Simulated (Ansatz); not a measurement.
Results of LDA (plane waves, PAW; Ansatz, an electronic-structure program) for rhombohedral A7 As.

Numerical settings: plane-wave cutoff 520 eV, 18×18×18 k mesh, Fermi–Dirac smearing 0.05 eV, scalar-relativistic PAW data made under PBE.

Starting structure:

```
CELL_PARAMETERS angstrom
      1.88000     1.08542     3.51667
     -1.88000     1.08542     3.51667
      0.00000    -2.17084     3.51667
ATOMIC_POSITIONS crystal
  As 0.22700 0.22700 0.22700
  As 0.77300 0.77300 0.77300
```

Problem. Into what structure does the relaxation of cell and atoms lead at this level, with the symmetry of the start kept?

Solution. The volume falls by 5.3 %; final space group R-3m.
```
CELL_PARAMETERS angstrom
      1.87988     1.08535     3.32967
     -1.87988     1.08535     3.32967
      0.00000    -2.17070     3.32967
ATOMIC_POSITIONS crystal
  As 0.23052 0.23052 0.23052
  As 0.76948 0.76948 0.76948
```
